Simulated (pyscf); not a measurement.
Optimised with ωB97X-D3(BJ)/def2-SVP in PySCF.

Question: Estimate the classical barrier height and the reaction energy of CuH + H₃Si–SH -> HS–Cu + SiH₄ at ωB97M-D3(BJ)/def2-TZVP. The step runs on the singlet surface, breaks Cu–H, S–Si and forms Cu–S, H–Si; take the separated reactants as zero.

Answer: ΔE‡ = -5.5 kcal/mol, ΔE = -9.8 kcal/mol. Zero-point energy shifts the barrier by +1.7 kcal/mol. It is a four-centre exchange, with an imaginary mode of 203i cm⁻¹. On the reactant side the descent ends in an adduct with a Cu–S contact, 28.7 kcal/mol under the separated species and 16.4 kcal/mol under the saddle at ωB97X-D3(BJ)/def2-TZVP. On the product side the descent ends in an adduct with a Cu–Si, Cu–H contact, 23.2 kcal/mol under the separated species and 22.0 kcal/mol under the saddle at ωB97X-D3(BJ)/def2-TZVP. At ωB97M-D3(BJ) the saddle lies under the separated reactants, which points to a path from their complex (located at ωB97X-D3(BJ) alone). What is counted as formed (Cu–S) is already present as a longer contact in the reactant adduct; forming that adduct is a step of its own. What is counted as broken (Cu–H) persists as a longer contact in the product adduct; parting that adduct is a step of its own. At ωB97X-D3(BJ)/def2-TZVP the barrier from the zero used here is -12.3 kcal/mol. This is the saddle that the search found; another between the same sides may lie lower.
